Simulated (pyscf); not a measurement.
Single points on ωB97X-D3(BJ)/def2-SVP structures (PySCF, gas phase).

**Question.** Estimate the classical barrier height and the reaction energy of H₃Ge–O–GeH₃ + HF → F–GeH₂–O–GeH₃ + H₂ at ωB97M-D3(BJ)/def2-TZVP. The step runs on the singlet surface, breaks Ge–H, F–H and forms F–Ge, H–H; take the separated reactants as zero.

**Answer.** ΔE‡ = 31.3 kcal/mol, ΔE = -15.0 kcal/mol. Zero-point energy shifts the barrier by -0.3 kcal/mol. It is a four-centre exchange, with an imaginary mode of 1099i cm⁻¹. At the saddle there is also a short Ge–H contact that neither side keeps. This is the saddle that the search found; another between the same sides may lie lower. Elements up to Kr have no core potential and no relativistic terms here.
